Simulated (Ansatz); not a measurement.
Species: C2H5O, charge 0, doublet. C2H5O (SMILES [CH2]OC, doublet).
B3LYP-D3(BJ)/def2-TZVP minimum from Ansatz (a program for electronic structure):
```xyz
8

C     -0.0560     1.1737    -0.3437
O     -0.2494     0.1159     0.4755
C      0.1826    -1.1352    -0.0391
H      0.7035     1.1018    -1.1141
H     -0.3396     2.1210     0.0879
H      0.0061    -1.8765     0.7369
H     -0.3840    -1.3991    -0.9365
H      1.2500    -1.1055    -0.2808
```
Charge 0, spin multiplicity 2.

Total energies in cc-pVDZ, 19 correlated electrons, 3 frozen orbitals. Radicals and triplets start from unrestricted determinants; spin-orbit coupling is neglected. Cores are frozen in correlated methods. No relativity.

```
method    program  energy (Eh)  minus CCSDT(Q) (mEh)
--------  -------  -----------  --------------------
HF         Ansatz   -153.44929                500.80
MP2        Ansatz   -153.89761                 52.47
CCSD       Ansatz   -153.93595                 14.13
CCSD(T)    Ansatz   -153.94833                  1.75
CCSDT(Q)   Ansatz   -153.95008                  0.00
```
